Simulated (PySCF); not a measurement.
## NO⁺: everyday levels beside a composite calculation

PySCF; the state is a singlet (closed shell). The composite is CCSD(T) extrapolated to the basis-set limit from two correlation-consistent sets, with core-valence (CV) and scalar-relativistic (SR) terms as its label shows; it has no spin–orbit coupling and nothing beyond (T). Here it is CCSD(T)/CBS(TQ)+CV+SR. It gives Re = 1.062 Å, ωe = 2391 cm⁻¹ and De = 10.97 eV to N + O⁺.

```csv
level,basis,relativity,Re (Å),ωe (cm⁻¹),De (eV)
RHF,def2-TZVPPD,no relativity,1.026,2843,5.44
RHF-SCS-MP2,"6-31G(d,p)",no relativity,1.097,2194,10.19
RHF-CCSD,"6-31G(d,p)",no relativity,1.081,2439,9.33
LDA,aug-cc-pVDZ,no relativity,1.074,2405,12.85
PBE,pcseg-2,no relativity,1.070,2361,12.02
r²SCANh,aug-cc-pVDZ,no relativity,1.065,2502,10.19
B3LYP,def2-TZVPPD,no relativity,1.056,2484,11.18
HSE06,aug-cc-pVDZ,no relativity,1.063,2526,10.70
BHandHLYP,pcseg-2,no relativity,1.041,2654,9.91
CAM-B3LYP,def2-TZVPPD,no relativity,1.052,2536,11.14
```

Task: Give the difference of each row from the composite.

Result: 

```json
{"level": "RHF", "basis": "def2-TZVPPD", "ΔRe (pm)": "-3.6", "Δωe (%)": "+18.9", "ΔDe (eV)": "-5.53"}
{"level": "RHF-SCS-MP2", "basis": "6-31G(d,p)", "ΔRe (pm)": "+3.5", "Δωe (%)": "-8.2", "ΔDe (eV)": "-0.78"}
{"level": "RHF-CCSD", "basis": "6-31G(d,p)", "ΔRe (pm)": "+1.9", "Δωe (%)": "+2.0", "ΔDe (eV)": "-1.64"}
{"level": "LDA", "basis": "aug-cc-pVDZ", "ΔRe (pm)": "+1.2", "Δωe (%)": "+0.6", "ΔDe (eV)": "+1.88"}
{"level": "PBE", "basis": "pcseg-2", "ΔRe (pm)": "+0.8", "Δωe (%)": "-1.3", "ΔDe (eV)": "+1.05"}
{"level": "r²SCANh", "basis": "aug-cc-pVDZ", "ΔRe (pm)": "+0.3", "Δωe (%)": "+4.6", "ΔDe (eV)": "-0.78"}
{"level": "B3LYP", "basis": "def2-TZVPPD", "ΔRe (pm)": "-0.6", "Δωe (%)": "+3.9", "ΔDe (eV)": "+0.21"}
{"level": "HSE06", "basis": "aug-cc-pVDZ", "ΔRe (pm)": "+0.1", "Δωe (%)": "+5.6", "ΔDe (eV)": "-0.27"}
{"level": "BHandHLYP", "basis": "pcseg-2", "ΔRe (pm)": "-2.1", "Δωe (%)": "+11.0", "ΔDe (eV)": "-1.06"}
{"level": "CAM-B3LYP", "basis": "def2-TZVPPD", "ΔRe (pm)": "-1.0", "Δωe (%)": "+6.1", "ΔDe (eV)": "+0.17"}
```

Task: Which rows come closest in De?

Result: CAM-B3LYP in def2-TZVPPD (+0.17 eV), counted from the composite.

Measured (Huber and Herzberg, Constants of Diatomic Molecules (1979)): Re = 1.06322 Å, ωe = 2376.42 cm⁻¹; the composite is off by -0.7 mÅ and +14.2 cm⁻¹.

Correlated steps freeze 2 core orbitals. Correlated levels converge slowly with the basis: in double zeta they bind strong bonds too weakly, by up to about 1 eV, and carry superposition errors of some tenths. For an ion De counts to the pair picked by the measured ionisation energies or electron affinities, which need not be the lowest pair at this level. Where the molecule has an RHF reference, its open-shell atoms are computed with UHF.
